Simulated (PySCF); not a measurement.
Homolysis of single bonds, series SiH2(OH)-X. Gas-phase values, no solvent. One relaxed conformer stands for each flexible species; it need not be the lowest. Strings in code marks are SMILES.

Method: B3LYP-D3(BJ)/def2-TZVP // PBE0-D4/def2-TZVP in PySCF 2.14.0. B3LYP has the VWN-RPA correlation part, as in Gaussian. 

```json
[
 {"species": "whole molecule (`[SiH3]O`)", "highest occupied spin orbital (eV)": "–"},
 {"species": "radical fragment (`[OH]`)", "highest occupied spin orbital (eV)": "-8.84"},
 {"species": "radical fragment (`[CH2][SiH2]O`)", "highest occupied spin orbital (eV)": "-6.59"},
 {"species": "radical fragment (`[SiH2]F`)", "highest occupied spin orbital (eV)": "-6.27"},
 {"species": "radical fragment (`[SiH2]Br`)", "highest occupied spin orbital (eV)": "-6.24"},
 {"species": "radical fragment (`[O][SiH2]O` (O–Si–O–H torsion 179°))", "highest occupied spin orbital (eV)": "…"},
 {"species": "radical fragment (`CN(C)[SiH2]`)", "highest occupied spin orbital (eV)": "-4.82"},
 {"species": "whole molecule (`O=C[SiH2]O` (O–C–Si–O torsion 0°, C–Si–O–H torsion 0°))", "highest occupied spin orbital (eV)": "–"},
 {"species": "whole molecule (`CC(=O)[SiH2]O` (O–C–Si–O torsion 0°, C–Si–O–H torsion 0°))", "highest occupied spin orbital (eV)": "–"},
 {"species": "radical fragment (`[C](=O)C`)", "highest occupied spin orbital (eV)": "…"},
 {"species": "radical fragment (`C([SiH2])(=O)C`)", "highest occupied spin orbital (eV)": "-6.04"},
 {"species": "radical fragment (`[SiH2]SC`)", "highest occupied spin orbital (eV)": "-5.51"}
]
```

**Question.** What belongs in the gaps?

**Answer.** 
- radical fragment (`[O][SiH2]O` (O–Si–O–H torsion 179°)), highest occupied spin orbital (eV): -8.93
- radical fragment (`[C](=O)C`), highest occupied spin orbital (eV): -5.50
